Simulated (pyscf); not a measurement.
PySCF, gas phase, ωB97X-D3(BJ)/def2-SVP geometries.

### Question
H₂C=CH–Cl (SMILES C=CCl) + F–C:–F (SMILES F[C]F) [singlet] -> F–CH(F)–CH=CH–Cl (SMILES FC(F)C=CCl)
Surface: singlet. Broken: C–H. Formed: C–C, C–H. Give ΔE‡ and ΔE from ωB97M-D3(BJ)/def2-TZVP, relative to the separated reactants.

### Answer
ΔE‡ = 170.1 kJ/mol, ΔE = -238.5 kJ/mol. Zero-point energy shifts the barrier by +0.1 kJ/mol. It is an insertion, with an imaginary mode of 1513i cm⁻¹. This is the saddle that the search found; another between the same sides may lie lower.
